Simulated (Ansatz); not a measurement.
B2H4S, SMILES `BSB`. Total charge 0; spin multiplicity 1. All single points use the PBE0-D4/def2-TZVP geometry.

```xyz
7

B    -0.694    1.170    0.370
S     0.226    0.490   -1.015
B     0.708   -1.139   -0.433
H    -0.843    0.529    1.362
H    -1.135    2.270    0.241
H     1.344   -1.816   -1.180
H     0.394   -1.503    0.656
```

(1) What is the dipole moment at r2SCAN/def2-TZVPP? (Best estimate.)

(2) And with PBE, B3LYP, ωB97M-V? (An estimate is asked.)

(3) Give the Mulliken charges with r2SCAN, ωB97M-V, B3LYP in def2-TZVPP. (An estimate is asked.)

## Answers

(1) Ansatz gave: 0.35 D, with components (-0.07, -0.15, 0.30) D in this frame, pointing from negative to positive charge.

(2) The calculation gave: PBE 0.22 D, B3LYP 0.33 D, ωB97M-V 0.35 D.

(3) Ansatz gave: 
```csv
atom,r2SCAN,ωB97M-V,B3LYP
B1,0.00,-0.14,-0.05
S2,-0.09,-0.08,-0.11
B3,0.00,-0.14,-0.05
H4,0.02,0.09,0.05
H5,0.02,0.09,0.06
H6,0.02,0.09,0.06
H7,0.02,0.09,0.05
```

B3LYP here is the variant with VWN-RPA as its local correlation; programs differ in this.
